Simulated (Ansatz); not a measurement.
System: black phosphorus. Method: r²SCAN+rVV10 in Ansatz (plane waves, PAW).

Rigid layers of the crystal as relaxed at this level are moved apart or together:

```csv
run,layer repeat (Å),energy against free layers (meV/Å²),gap on the mesh (eV)
1,5.24,-25.24,0.000
2,5.44,-25.37,0.000
3,5.74,-22.59,0.122
4,6.24,-16.01,0.294
5,7.24,-7.03,0.569
6,9.24,-1.86,0.821
```

The lowest energy of these points lies at a layer repeat of 5.44 Å.

Ansatz is a first-principles code.
